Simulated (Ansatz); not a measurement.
Bulk modulus B0 (GPa) along a series of related solids, from r²SCAN in Ansatz (PAW).

```json
[
 {"solid": "bcc Li", "r²SCAN": "13.1", "measured": "13.8 (13.1–13.9)"},
 {"solid": "bcc Na", "r²SCAN": "7.66", "measured": "7.9"},
 {"solid": "bcc K", "r²SCAN": "3.44", "measured": "3.75"},
 {"solid": "bcc Rb", "r²SCAN": "2.64", "measured": "–"},
 {"solid": "bcc Cs", "r²SCAN": "1.85", "measured": "2.11 (2.11–2.35)"}
]
```

r²SCAN less measured, from the printed values: bcc Li -5.1 %, bcc Na -3.0 %, bcc K -8.3 %, bcc Cs -12.3 %.

A member of the series is missing where a level wasn't run or failed, where a doubt is noted on the run or the magnetic state, for phases of high temperature or layered ones, and where values are held back for tests.

Spin–orbit coupling is left out, also for the solids with elements from indium on (bcc Cs); its size isn't shown.

Each level is taken at its own relaxed cell. Ansatz's density-functional and Hartree–Fock values are scalar-relativistic unless marked +SOC, with PAW data made under PBE.

Measured values are for low temperature or corrected to a static lattice. References as tabulated in Levämäki et al. (2014), arXiv:1402.3671; Mejia-Rodriguez and Trickey (2018), arXiv:1807.09216.

Brackets give the range of the sources taken for a reference, where it is wide; it can hold other temperatures.

Ansatz is a program for electronic structure.
